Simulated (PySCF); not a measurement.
# CH3+: a look at the electrons

Aim: take CH3+ and see where an electron leaves and enters, localise its valence orbitals, analyse its density (charges, bond critical points, surface potential), measure its response to a uniform field and compute its lowest excited states.

Computed with PySCF 2.14.0. Level: levels as typed in each script, gas phase, geometry from GFN2-xTB.

**1. Where the work starts**

SMILES `[CH3+]`, 4 atoms, charge 1, spin multiplicity 1.

Bond lengths: C1–H2 1.103 Å, C1–H3 1.103 Å, C1–H4 1.103 Å. Angles: H2–C1–H3 120.0°, H2–C1–H4 120.0°, H3–C1–H4 120.0°.

As a file:

```
C    -0.00001    0.00000    0.00000
H     0.97327    0.51825    0.00000
H    -0.03780   -1.10199    0.00000
H    -0.93543    0.58374    0.00000
```

**2. Removing and adding an electron (wB97X/def2-svp)**

Input file input.py:

```python
import numpy as np
from pyscf import gto, scf, dft
from pyscf.scf import atom_ks, atom_hf
from scipy.linalg import block_diag

def solve(mol, dm0=None, hcore=None):
    mf = (dft.UKS if mol.spin else dft.RKS)(mol, xc='wb97x')
    mf.grids.level = 3
    mf = mf.density_fit(auxbasis='def2-universal-jkfit')
    mf.conv_tol, mf.max_cycle = 1e-8, 80
    if hcore is not None:
        mf.get_hcore = lambda *args: hcore
    mf.kernel(dm0)
    if not mf.converged:
        mf = mf.newton().run(mf.mo_coeff, mf.mo_occ, max_cycle=30)
    assert mf.converged, 'SCF not converged'
    return mf

mol = gto.M(atom='''
C     -0.00001     0.00000     0.00000
H      0.97327     0.51825     0.00000
H     -0.03780    -1.10199     0.00000
H     -0.93543     0.58374     0.00000
''', basis='def2-svp', charge=1, spin=0, verbose=4)
mf = solve(mol)
out = dict(e0=mf.e_tot, dm0=mf.make_rdm1(), c=mf.mo_coeff, occ=mf.mo_occ, eps=mf.mo_energy)
for name, dq, spin in [('cation', 1, 1), ('anion', -1, 1)]:
    ion = mol.copy().set(charge=mol.charge + dq, spin=spin).build()
    mi = solve(ion)
    if spin and dq > 0 and mol.nao < 130:
        c, _, stable, _ = mi.stability(return_status=True)
        if not stable:
            mi = solve(ion, mi.make_rdm1(c, mi.mo_occ))
    print(name, 'vertical energy change / eV', (mi.e_tot - mf.e_tot) * 27.211386)
    out.update({'e_' + name: mi.e_tot, 'dm_' + name: mi.make_rdm1(), 's2_' + name: mi.spin_square()[0], 'eps_' + name: mi.mo_energy, 'occ_' + name: mi.mo_occ})
# spherically averaged free atoms, for the promolecule
atm = atom_ks.get_atm_nrks(mol, xc='wb97x')
pro = block_diag(*[(atm[a[0]][2] * atm[a[0]][3]) @ atm[a[0]][2].T for a in mol._atom])
np.savez('result.npz', pro=pro, **out)
```

The run is started by

```
$ OMP_NUM_THREADS=1 python input.py
```

Standard output:

```text
[ENV] PYSCF_TMPDIR <dir>
[ENV] PYSCF_MAX_MEMORY 1650
[INPUT] verbose = 4
[INPUT] num. atoms = 4
[INPUT] num. electrons = 8
[INPUT] charge = 1
[INPUT] spin (= nelec alpha-beta = 2S) = 0
[INPUT] symmetry False subgroup None
[INPUT] Mole.unit = angstrom
[INPUT] Symbol           X                Y                Z      unit          X                Y                Z       unit  Magmom
[INPUT]  1 C     -0.000010000000   0.000000000000   0.000000000000 AA   -0.000018897261   0.000000000000   0.000000000000 Bohr   0.0
[INPUT]  2 H      0.973270000000   0.518250000000   0.000000000000 AA    1.839213745255   0.979350564056   0.000000000000 Bohr   0.0
[INPUT]  3 H     -0.037800000000  -1.101990000000   0.000000000000 AA   -0.071431647509  -2.082459292009   0.000000000000 Bohr   0.0
[INPUT]  4 H     -0.935430000000   0.583740000000   0.000000000000 AA   -1.767706508702   1.103108727954   0.000000000000 Bohr   0.0

nuclear repulsion = 9.46979332729158
number of shells = 15
number of NR pGTOs = 45
number of NR cGTOs = 29
basis = def2-svp
ecp = {}

******** <class 'pyscf.df.df_jk.DFRKS'> ********
method = DFRKS
initial guess = minao
damping factor = 0
level_shift factor = 0
DIIS = <class 'pyscf.scf.diis.CDIIS'>
diis_start_cycle = 1
diis_space = 8
diis_damp = 0
SCF conv_tol = 1e-08
SCF conv_tol_grad = None
SCF max_cycles = 80
direct_scf = False
XC library pyscf.dft.libxc version 7.0.0
    S. Lehtola, C. Steigemann, M. J.T. Oliveira, and M. A.L. Marques.,  SoftwareX 7, 1–5 (2018)
XC functionals = wb97x
    J.-D. Chai and M. Head-Gordon.,  J. Chem. Phys. 128, 084106 (2008)
radial grids:
    Treutler-Ahlrichs [JCP 102, 346 (1995); DOI:10.1063/1.469408] (M4) radial grids

becke partition: Becke, JCP 88, 2547 (1988); DOI:10.1063/1.454033
pruning grids: <function nwchem_prune at 0xe5a46e39b6a0>
grids dens level: 3
symmetrized grids: False
atomic radii adjust function: <function treutler_atomic_radii_adjust at 0xe5a46e3d85e0>
small_rho_cutoff = 0
Set gradient conv threshold to 0.0001
Initial guess from minao.
tot grids = 43544
******** <class 'pyscf.df.df.DF'> ********
auxbasis = def2-universal-jkfit
******** <class 'pyscf.df.df.DF'> ********
auxbasis = auxmol.basis = def2-universal-jkfit
init E= -39.5367645042339
[... the frontier-level lines of each cycle are left out ...]
cycle= 1 E= -39.3812587897966  delta_E= 0.156  |g|= 0.381  |ddm|= 1.56
cycle= 2 E= -39.4269611011043  delta_E= -0.0457  |g|= 0.172  |ddm|= 0.523
cycle= 3 E= -39.434286927108  delta_E= -0.00733  |g|= 0.0121  |ddm|= 0.188
cycle= 4 E= -39.4343629397818  delta_E= -7.6e-05  |g|= 0.00151  |ddm|= 0.0404
cycle= 5 E= -39.434364326046  delta_E= -1.39e-06  |g|= 0.000174  |ddm|= 0.00634
cycle= 6 E= -39.4343643413368  delta_E= -1.53e-08  |g|= 8.57e-06  |ddm|= 0.000552
cycle= 7 E= -39.4343643413732  delta_E= -3.64e-11  |g|= 7.14e-07  |ddm|= 1.71e-05
Extra cycle  E= -39.4343643413734  delta_E= -1.42e-13  |g|= 1.57e-07  |ddm|= 1.53e-06
converged SCF energy = -39.4343643413734

******** <class 'pyscf.df.df_jk.DFUKS'> ********
method = DFUKS
initial guess = minao
damping factor = 0
level_shift factor = 0
DIIS = <class 'pyscf.scf.diis.CDIIS'>
diis_start_cycle = 1
diis_space = 8
diis_damp = 0
SCF conv_tol = 1e-08
SCF conv_tol_grad = None
SCF max_cycles = 80
direct_scf = False
number electrons alpha = 4  beta = 3
XC library pyscf.dft.libxc version 7.0.0
    S. Lehtola, C. Steigemann, M. J.T. Oliveira, and M. A.L. Marques.,  SoftwareX 7, 1–5 (2018)
XC functionals = wb97x
    J.-D. Chai and M. Head-Gordon.,  J. Chem. Phys. 128, 084106 (2008)
radial grids:
    Treutler-Ahlrichs [JCP 102, 346 (1995); DOI:10.1063/1.469408] (M4) radial grids

becke partition: Becke, JCP 88, 2547 (1988); DOI:10.1063/1.454033
pruning grids: <function nwchem_prune at 0xe5a46e39b6a0>
grids dens level: 3
symmetrized grids: False
atomic radii adjust function: <function treutler_atomic_radii_adjust at 0xe5a46e3d85e0>
small_rho_cutoff = 0
Set gradient conv threshold to 0.0001
tot grids = 43544
******** <class 'pyscf.df.df.DF'> ********
auxbasis = def2-universal-jkfit
******** <class 'pyscf.df.df.DF'> ********
auxbasis = auxmol.basis = def2-universal-jkfit
init E= -39.5367645042339



cycle= 1 E= -38.3448099816142  delta_E= 1.19  |g|= 0.45  |ddm|= 1.12
cycle= 2 E= -38.4899801925707  delta_E= -0.145  |g|= 0.137  |ddm|= 0.591
cycle= 3 E= -38.4991493634431  delta_E= -0.00917  |g|= 0.0146  |ddm|= 0.196
cycle= 4 E= -38.4993464801777  delta_E= -0.000197  |g|= 0.00205  |ddm|= 0.0323
cycle= 5 E= -38.4993520637344  delta_E= -5.58e-06  |g|= 0.000725  |ddm|= 0.00354
cycle= 6 E= -38.4993541873811  delta_E= -2.12e-06  |g|= 0.000557  |ddm|= 0.00161
cycle= 7 E= -38.4993562034161  delta_E= -2.02e-06  |g|= 0.000515  |ddm|= 0.00168
cycle= 8 E= -38.499359943652  delta_E= -3.74e-06  |g|= 0.000484  |ddm|= 0.00331
cycle= 9 E= -38.4993759134789  delta_E= -1.6e-05  |g|= 0.000336  |ddm|= 0.0175
cycle= 10 E= -38.4993877172001  delta_E= -1.18e-05  |g|= 0.000251  |ddm|= 0.0267
cycle= 11 E= -38.4993877245832  delta_E= -7.38e-09  |g|= 0.000196  |ddm|= 0.000119
cycle= 12 E= -38.4993883547277  delta_E= -6.3e-07  |g|= 5.24e-05  |ddm|= 0.00664
cycle= 13 E= -38.4993883664746  delta_E= -1.17e-08  |g|= 4.34e-06  |ddm|= 0.000992
cycle= 14 E= -38.4993883665125  delta_E= -3.79e-11  |g|= 2.06e-06  |ddm|= 3.93e-05
Extra cycle  E= -38.4993883665155  delta_E= -2.98e-12  |g|= 5.38e-07  |ddm|= 2.3e-06
converged SCF energy = -38.4993883665155  <S^2> = 0.75293094  2S+1 = 2.0029288
uhf_internal: lowest eigs of H = [0.01338357 0.28082498 0.45902668]
<class 'pyscf.df.df_jk.DFUKS'> wavefunction is stable in the internal stability analysis
cation vertical energy change / eV 25.441992152583424

******** <class 'pyscf.df.df_jk.DFUKS'> ********
method = DFUKS
initial guess = minao
damping factor = 0
level_shift factor = 0
DIIS = <class 'pyscf.scf.diis.CDIIS'>
diis_start_cycle = 1
diis_space = 8
diis_damp = 0
SCF conv_tol = 1e-08
SCF conv_tol_grad = None
SCF max_cycles = 80
direct_scf = False
number electrons alpha = 5  beta = 4
XC library pyscf.dft.libxc version 7.0.0
    S. Lehtola, C. Steigemann, M. J.T. Oliveira, and M. A.L. Marques.,  SoftwareX 7, 1–5 (2018)
XC functionals = wb97x
    J.-D. Chai and M. Head-Gordon.,  J. Chem. Phys. 128, 084106 (2008)
radial grids:
    Treutler-Ahlrichs [JCP 102, 346 (1995); DOI:10.1063/1.469408] (M4) radial grids

becke partition: Becke, JCP 88, 2547 (1988); DOI:10.1063/1.454033
pruning grids: <function nwchem_prune at 0xe5a46e39b6a0>
grids dens level: 3
symmetrized grids: False
atomic radii adjust function: <function treutler_atomic_radii_adjust at 0xe5a46e3d85e0>
small_rho_cutoff = 0
Set gradient conv threshold to 0.0001
tot grids = 43544
******** <class 'pyscf.df.df.DF'> ********
auxbasis = def2-universal-jkfit
******** <class 'pyscf.df.df.DF'> ********
auxbasis = auxmol.basis = def2-universal-jkfit
init E= -39.5367645042339


cycle= 1 E= -39.7873233122638  delta_E= -0.251  |g|= 0.068  |ddm|= 1.16
cycle= 2 E= -39.7906341431617  delta_E= -0.00331  |g|= 0.0162  |ddm|= 0.0782
cycle= 3 E= -39.7909251520413  delta_E= -0.000291  |g|= 0.00574  |ddm|= 0.0259
cycle= 4 E= -39.7909588831792  delta_E= -3.37e-05  |g|= 0.00261  |ddm|= 0.00772
cycle= 5 E= -39.79096887178  delta_E= -9.99e-06  |g|= 0.000414  |ddm|= 0.00564
cycle= 6 E= -39.7909691854173  delta_E= -3.14e-07  |g|= 4.99e-05  |ddm|= 0.00115
cycle= 7 E= -39.7909691891582  delta_E= -3.74e-09  |g|= 4.03e-06  |ddm|= 0.000154
Extra cycle  E= -39.7909691891801  delta_E= -2.2e-11  |g|= 1.4e-06  |ddm|= 1e-05
converged SCF energy = -39.7909691891801  <S^2> = 0.75433789  2S+1 = 2.0043332
anion vertical energy change / eV -9.70371216314189
Spherically averaged atomic KS for {'C', 'H'}

******** <class 'pyscf.scf.atom_ks.AtomSphAverageRKS'> ********
method = AtomSphAverageRKS
initial guess = vsap
damping factor = 0
level_shift factor = 0
diis_start_cycle = 1
diis_space = 12
SCF conv_tol = 1e-09
SCF conv_tol_grad = None
SCF max_cycles = 50
direct_scf = True
direct_scf_tol = 1e-13
XC library pyscf.dft.libxc version 7.0.0
    S. Lehtola, C. Steigemann, M. J.T. Oliveira, and M. A.L. Marques.,  SoftwareX 7, 1–5 (2018)
XC functionals = wb97x
    J.-D. Chai and M. Head-Gordon.,  J. Chem. Phys. 128, 084106 (2008)
radial grids:
    Treutler-Ahlrichs [JCP 102, 346 (1995); DOI:10.1063/1.469408] (M4) radial grids

becke partition: Becke, JCP 88, 2547 (1988); DOI:10.1063/1.454033
pruning grids: <function nwchem_prune at 0xe5a46e39b6a0>
grids dens level: 3
symmetrized grids: False
atomic radii adjust function: <function treutler_atomic_radii_adjust at 0xe5a46e3d85e0>
User specified grid scheme (100, 434)
small_rho_cutoff = 0
Set gradient conv threshold to 3.16228e-05
tot grids = 24752
init E= -28.0620205749294
cycle= 1 E= -28.0779589082477  delta_E= -0.0159  |g|=    0  |ddm|= 0.46
cycle= 2 E= -28.0797261929632  delta_E= -0.00177  |g|=    0  |ddm|= 0.0955
cycle= 3 E= -28.0799290848561  delta_E= -0.000203  |g|=    0  |ddm|= 0.0465
cycle= 4 E= -28.0799538044586  delta_E= -2.47e-05  |g|=    0  |ddm|= 0.0132
cycle= 5 E= -28.0799568287647  delta_E= -3.02e-06  |g|=    0  |ddm|= 0.00529
cycle= 6 E= -28.0799572018422  delta_E= -3.73e-07  |g|=    0  |ddm|= 0.00172
cycle= 7 E= -28.0799572478999  delta_E= -4.61e-08  |g|=    0  |ddm|= 0.000634
cycle= 8 E= -28.0799572535923  delta_E= -5.69e-09  |g|=    0  |ddm|= 0.000216
cycle= 9 E= -28.0799572542958  delta_E= -7.04e-10  |g|=    0  |ddm|= 7.75e-05
Extra cycle  E= -28.0799572543828  delta_E= -8.7e-11  |g|=    0  |ddm|= 2.69e-05
Atomic HF for atom  C  converged. SCF energy = -28.0799572543828

******** <class 'pyscf.scf.atom_ks.AtomSphAverageRKS'> ********
method = AtomSphAverageRKS
initial guess = vsap
damping factor = 0
level_shift factor = 0
diis_start_cycle = 1
diis_space = 12
SCF conv_tol = 1e-09
SCF conv_tol_grad = None
SCF max_cycles = 50
direct_scf = True
direct_scf_tol = 1e-13
XC library pyscf.dft.libxc version 7.0.0
    S. Lehtola, C. Steigemann, M. J.T. Oliveira, and M. A.L. Marques.,  SoftwareX 7, 1–5 (2018)
XC functionals = wb97x
    J.-D. Chai and M. Head-Gordon.,  J. Chem. Phys. 128, 084106 (2008)
radial grids:
    Treutler-Ahlrichs [JCP 102, 346 (1995); DOI:10.1063/1.469408] (M4) radial grids

becke partition: Becke, JCP 88, 2547 (1988); DOI:10.1063/1.454033
pruning grids: <function nwchem_prune at 0xe5a46e39b6a0>
grids dens level: 3
symmetrized grids: False
atomic radii adjust function: <function treutler_atomic_radii_adjust at 0xe5a46e3d85e0>
User specified grid scheme (100, 434)
small_rho_cutoff = 0
Set gradient conv threshold to 3.16228e-05
tot grids = 26240
init E= 9.0859708160977
cycle= 1 E= 9.08004926825136  delta_E= -0.00592  |g|=    0  |ddm|= 0.169
cycle= 2 E= 9.08003198129494  delta_E= -1.73e-05  |g|=    0  |ddm|= 0.00891
cycle= 3 E= 9.08003191545106  delta_E= -6.58e-08  |g|=    0  |ddm|= 0.000549
cycle= 4 E= 9.08003191519634  delta_E= -2.55e-10  |g|=    0  |ddm|= 3.42e-05
Extra cycle  E= 9.08003191519535  delta_E= -9.88e-13  |g|=    0  |ddm|= 2.13e-06
Atomic HF for atom  H  converged. SCF energy = 9.08003191519535
```

It took 11 s on 1 thread of Arm Neoverse N1, shared host; peak memory 0.22 GiB.

The free atoms at the end serve only for the promolecule density; their printed energies are not used.

**3. Post-processing**

Fukui function at fixed geometry.

f⁺ (Hirshfeld-condensed), largest first: C1 (0.56) and H2, H3 and H4 (0.14 each); the vertical electron affinity is 9.70 eV. Orbital relaxation makes it negative in places (0.17 e in all).

| atom | f⁺ | charge |
| --- | --- | --- |
| C1 | +0.56 | +0.44 |
| H2 | +0.14 | +0.19 |
| H3 | +0.14 | +0.19 |
| H4 | +0.14 | +0.19 |

**4. Localised orbitals (TPSSh/def2-svpd)**

Input file input.py:

```python
import numpy as np
from pyscf import gto, scf, dft, lo
from pyscf.data.elements import chemcore

def solve(mol, dm0=None, hcore=None):
    mf = (dft.UKS if mol.spin else dft.RKS)(mol, xc='tpssh')
    mf.grids.level = 3
    mf = mf.density_fit(auxbasis='def2-universal-jkfit')
    mf.conv_tol, mf.max_cycle = 1e-8, 80
    if hcore is not None:
        mf.get_hcore = lambda *args: hcore
    mf.kernel(dm0)
    if not mf.converged:
        mf = mf.newton().run(mf.mo_coeff, mf.mo_occ, max_cycle=30)
    assert mf.converged, 'SCF not converged'
    return mf

mol = gto.M(atom='''
C     -0.00001     0.00000     0.00000
H      0.97327     0.51825     0.00000
H     -0.03780    -1.10199     0.00000
H     -0.93543     0.58374     0.00000
''', basis='def2-svpd', charge=1, spin=0, verbose=4)
mf = solve(mol)
occ_all = mf.mo_coeff[:, mf.mo_occ > 0]
occ = occ_all[:, chemcore(mol):]
loc = lo.ibo.ibo(mol, occ, iaos=lo.iao.iao(mol, occ_all))
fock, s = mf.get_fock(), mf.get_ovlp()
ortho = lo.orth_ao(mol, 'meta_lowdin')
ortho = lo.vec_lowdin(lo.iao.iao(mol, occ_all), s)
labels = lo.iao.reference_mol(mol).ao_labels(fmt=None)
vir = lo.vvo.livvo(mol, occ_all, mf.mo_coeff[:, mf.mo_occ == 0])
both = np.hstack([loc, vir])
p = (ortho.T @ s @ both) ** 2
pop = np.array([p[[l[0] == a for l in labels]].sum(0) for a in range(mol.natm)])
spd = np.array([[p[[l[0] == a and l[2][-1] == k for l in labels]].sum(0) for k in 'spd'] for a in range(mol.natm)])
eps = np.einsum('pi,pq,qi->i', both, fock, both)
for i in np.argsort(eps):
    top = np.argsort(-pop[:, i])[:3]
    print('%3d %s %9.4f Eh ' % (i + 1, 'occ' if i < loc.shape[1] else 'vir', eps[i]), '  '.join('%s%d %.3f' % (mol.atom_symbol(a), a + 1, pop[a, i]) for a in top))
np.savez('result.npz', c=both, nocc=loc.shape[1], pop=pop, spd=spd, eps=eps, e=mf.e_tot)
```

The run is started by

```
$ OMP_NUM_THREADS=1 python input.py
```

Standard output:

```text
[ENV] PYSCF_TMPDIR <dir>
[ENV] PYSCF_MAX_MEMORY 1650
[INPUT] verbose = 4
[INPUT] num. atoms = 4
[INPUT] num. electrons = 8
[INPUT] charge = 1
[INPUT] spin (= nelec alpha-beta = 2S) = 0
[INPUT] symmetry False subgroup None
[INPUT] Mole.unit = angstrom
[INPUT] Symbol           X                Y                Z      unit          X                Y                Z       unit  Magmom
[INPUT]  1 C     -0.000010000000   0.000000000000   0.000000000000 AA   -0.000018897261   0.000000000000   0.000000000000 Bohr   0.0
[INPUT]  2 H      0.973270000000   0.518250000000   0.000000000000 AA    1.839213745255   0.979350564056   0.000000000000 Bohr   0.0
[INPUT]  3 H     -0.037800000000  -1.101990000000   0.000000000000 AA   -0.071431647509  -2.082459292009   0.000000000000 Bohr   0.0
[INPUT]  4 H     -0.935430000000   0.583740000000   0.000000000000 AA   -1.767706508702   1.103108727954   0.000000000000 Bohr   0.0

nuclear repulsion = 9.46979332729158
number of shells = 20
number of NR pGTOs = 60
number of NR cGTOs = 44
basis = def2-svpd
ecp = {}

******** <class 'pyscf.df.df_jk.DFRKS'> ********
method = DFRKS
initial guess = minao
damping factor = 0
level_shift factor = 0
DIIS = <class 'pyscf.scf.diis.CDIIS'>
diis_start_cycle = 1
diis_space = 8
diis_damp = 0
SCF conv_tol = 1e-08
SCF conv_tol_grad = None
SCF max_cycles = 80
direct_scf = False
XC library pyscf.dft.libxc version 7.0.0
    S. Lehtola, C. Steigemann, M. J.T. Oliveira, and M. A.L. Marques.,  SoftwareX 7, 1–5 (2018)
XC functionals = tpssh
    V. N. Staroverov, G. E. Scuseria, J. Tao, and J. P. Perdew.,  J. Chem. Phys. 119, 12129 (2003)
radial grids:
    Treutler-Ahlrichs [JCP 102, 346 (1995); DOI:10.1063/1.469408] (M4) radial grids

becke partition: Becke, JCP 88, 2547 (1988); DOI:10.1063/1.454033
pruning grids: <function nwchem_prune at 0xe35ff0c4b6a0>
grids dens level: 3
symmetrized grids: False
atomic radii adjust function: <function treutler_atomic_radii_adjust at 0xe35ff0c8c5e0>
small_rho_cutoff = 0
Set gradient conv threshold to 0.0001
[... 1 set-up line as earlier in the session ...]
tot grids = 43544
******** <class 'pyscf.df.df.DF'> ********
auxbasis = def2-universal-jkfit
init E= -39.5989977864345
  HOMO = -0.442262388404239  LUMO = -0.206715241576483  gap/eV = 6.40956
cycle= 1 E= -39.4287057991737  delta_E= 0.17  |g|= 0.27  |ddm|= 1.79
  HOMO = -0.827236995184568  LUMO = -0.569896881089465  gap/eV = 7.00258
cycle= 2 E= -39.4406156544993  delta_E= -0.0119  |g|= 0.215  |ddm|= 0.584
  HOMO = -0.769558417368681  LUMO = -0.499610049055437  gap/eV = 7.34567
cycle= 3 E= -39.4536304281518  delta_E= -0.013  |g|= 0.00361  |ddm|= 0.315
  HOMO = -0.764736224068292  LUMO = -0.495609637716419  gap/eV = 7.32331
cycle= 4 E= -39.4536334812877  delta_E= -3.05e-06  |g|= 0.000431  |ddm|= 0.00518
  HOMO = -0.764952106891729  LUMO = -0.495778031095535  gap/eV = 7.32460
cycle= 5 E= -39.4536335308421  delta_E= -4.96e-08  |g|= 2.33e-05  |ddm|= 0.000549
  HOMO = -0.764956671443058  LUMO = -0.495783728407373  gap/eV = 7.32457
cycle= 6 E= -39.4536335309756  delta_E= -1.34e-10  |g|= 2.21e-07  |ddm|= 3.48e-05
  HOMO = -0.764956815082602  LUMO = -0.495783791884061  gap/eV = 7.32457
Extra cycle  E= -39.4536335309756  delta_E= 4.97e-14  |g|= 4.01e-08  |ddm|= 9.49e-07
converged SCF energy = -39.4536335309756
 Iterative localization: IB/P4/2x2, 4 iter; Final gradient 1.78e-09
 Iterative localization: IB/P4/2x2, 6 iter; Final gradient 3.96e-10
  2 occ   -0.8495 Eh  C1 0.639  H4 0.361  H3 0.000
  1 occ   -0.8495 Eh  C1 0.639  H3 0.361  H2 0.000
  3 occ   -0.8495 Eh  C1 0.639  H2 0.361  H3 0.000
  5 vir   -0.4934 Eh  C1 1.000  H3 0.000  H4 0.000
  6 vir   -0.0106 Eh  H4 0.637  C1 0.363  H3 0.000
  4 vir   -0.0106 Eh  H3 0.637  C1 0.363  H4 0.000
  7 vir   -0.0105 Eh  H2 0.637  C1 0.363  H3 0.000
```

Run time: 3.4 s. Hardware: 1 thread of Arm Neoverse N1, shared host; peak memory 0.21 GiB.

**5. Analysis of result.npz**

Intrinsic bond orbitals (IBO), occupied:

- σ bond C1–H4 (C1 64 %, H4 36 %; −23.1 eV)
- σ bond C1–H3 (C1 64 %, H3 36 %; −23.1 eV)
- σ bond C1–H2 (C1 64 %, H2 36 %; −23.1 eV)

(Part 1 of 3 ends here.)
